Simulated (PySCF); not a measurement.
C2H6OS, SMILES CS(C)=O. Geometry optimised at PBE0-D3(BJ)/def2-SVP.

Calculation: PBE0-D3(BJ)/def2-SVP (PySCF).

Harmonic wavenumbers (cm⁻¹): 180, 229, 284, 314, 367, 659, 684, 875, 914, 953, 1013, 1138, 1283, 1308, 1410, 1424, 1428, 1447, 3060, 3061, 3191, 3192, 3198, 3198. Rotational constants (GHz): 6.944, 6.785, 4.169; symmetry number 1.

Question: Work out the zero-point energy and the ideal-gas rigid-rotor harmonic-oscillator thermochemistry at 298.15 K and 1 atm.

Answer: ZPE = ½ Σ hcν = ½ × 34809 cm⁻¹ = 49.76 kcal/mol. H − E(el) = 53.89 kcal/mol. Entropy in cal/(mol K): translation 38.98, rotation 24.91, vibration 9.50, total 73.39. G − E(el) = 32.01 kcal/mol. Cp = 21.02 cal/(mol K).
